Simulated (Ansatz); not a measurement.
**AlN (triplet): from Hartree-Fock to the top rungs, cc-pVDZ**

How much of the correlation energy of AlN (triplet) does each wave-function method recover here?

Computed with Ansatz 0.2.0, Gaussian basis. Level: cc-pVDZ, core rule «outside noble gas», up to 6 orbitals frozen.

To be run: UHF; CCSD(T) on ROHF; CCSD(T) on UHF; BCCD(T) on ROHF; CISD; CCSDT(Q) on ROHF; CCSDT(Q) on UHF; CASSCF and MRCISD+Q, 8 electrons in 8 orbitals; CASSCF and NEVPT4(SD), 8 electrons in 8 orbitals; CASSCF and NEVPT2, 8 electrons in 8 orbitals.

9 further runs of the same task are left out: 1 for a known fault of the program, 1 that didn't finish, 7 set aside as unsound or not needed.

## Step 1: The geometry

The geometry is a PBE0/def2-TZVP stationary point (not a proven minimum) of the parent state, kept for this charge and spin.

2 atoms, charge 0, spin multiplicity 3.

Atoms are counted from 1 here; the program's logs count them from 0.

Bond lengths: Al1–N2 1.668 Å.

## Step 2: UHF

File in.yaml:

```yaml
crystal:
  periodic: [false, false, false]
  atoms:
    - {symbol: Al, position_ang: [0.000000, 0.000000, 0.000000]}
    - {symbol: N, position_ang: [0.000000, 0.000000, 1.668087]}
basis:
  gaussian: {orbitals: cc-pVDZ}
magnetization: {spin_polarized: true, initial_magnetization: 2}
hamiltonian: {xc: hf}
output: {orbitals: {seedname: orbitals}}
```

The run is started by

```console
ansatz run in.yaml --threads 1 --pin off --events-out ev --progress --plain --max-ram 2393MiB
```

After this run come: CCSD(T) on ROHF; CCSD(T) on UHF; BCCD(T) on ROHF; CISD; CCSDT(Q) on ROHF; CCSDT(Q) on UHF; CASSCF and MRCISD+Q, 8 electrons in 8 orbitals; CASSCF and NEVPT4(SD), 8 electrons in 8 orbitals; CASSCF and NEVPT2, 8 electrons in 8 orbitals.

**Question.** What will the summary of the whole plan be? Wanted: UCCSDT(Q) below the RHF energy; RMP2 from UCCSDT(Q); UMP2 from UCCSDT(Q); RCCSD from UCCSDT(Q); RCCSD(T) from UCCSDT(Q); UCCSD(T) from UCCSDT(Q); RCCSDT(Q) from UCCSDT(Q); NEVPT2 valence from UCCSDT(Q); NEVPT4(SD) valence from UCCSDT(Q).

**Answer**, as computed:

| quantity | value |
| --- | --- |
| UCCSDT(Q) below the RHF energy | -5.2567 eV |
| RMP2 from UCCSDT(Q) | +29.57 kcal/mol |
| UMP2 from UCCSDT(Q) | +28.00 kcal/mol |
| RCCSD from UCCSDT(Q) | +6.20 kcal/mol |
| RCCSD(T) from UCCSDT(Q) | +1.91 kcal/mol |
| UCCSD(T) from UCCSDT(Q) | +1.93 kcal/mol |
| RCCSDT(Q) from UCCSDT(Q) | +0.03 kcal/mol |
| NEVPT2 valence from UCCSDT(Q) | +17.36 kcal/mol |
| NEVPT4(SD) valence from UCCSDT(Q) | +2.80 kcal/mol |
| MRCISD+Q valence from UCCSDT(Q) | +1.24 kcal/mol |
| levels within 1 kcal/mol (43 meV) | RCCSDT, UCCSDT, RCCSDT(Q) |
| T1 diagnostic | 0.084 |
| effectively unpaired electrons | 2.05 |

What this shows: RCCSD(T) misses by +1.91 kcal/mol, 1.6 % of the correlation energy. The occupations are near whole numbers, but T1 = 0.084 shows that the orbitals relax strongly. Of the multireference levels listed MRCISD+Q valence comes nearest in total energy (+1.24 kcal/mol), which doesn't show that its space is the better one. Coupled cluster took another determinant than the lowest Hartree-Fock one. These misses are within one basis, not against nature; the frozen cores of restricted and unrestricted runs differ, which can shift their rows.
